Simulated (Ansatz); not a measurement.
Cartesian coordinates in Å:
```
C 0.467 0.434 1.439
C 0.362 0.827 -0.025
C 0.182 -0.364 -0.949
C -1.169 -1.012 -0.894
O -2.107 -0.603 -0.265
H 0.611 1.312 2.072
H 1.315 -0.237 1.607
H -0.439 -0.074 1.774
H 1.262 1.372 -0.327
H -0.481 1.509 -0.163
H 0.929 -1.146 -0.755
H 0.336 -0.088 -2.001
H -1.268 -1.932 -1.513
```

The species carries charge 0 and has multiplicity 1.

Task: List the PBE/def2-TZVPP orbital energies in eV (Ansatz). (Best estimate.)

Result: Computed: Occupied: -510.21, -271.20, -269.31, -268.98, -268.57, -26.32, -19.93, -17.75, -15.28, -13.47, -12.16, -11.50, -10.76, -10.16, -9.88, -9.29, -8.40, -8.31, -8.12, -5.81. Lowest empty: -1.80, 0.39, 1.17, 1.46, 1.89, 2.09, 2.23, 2.74.
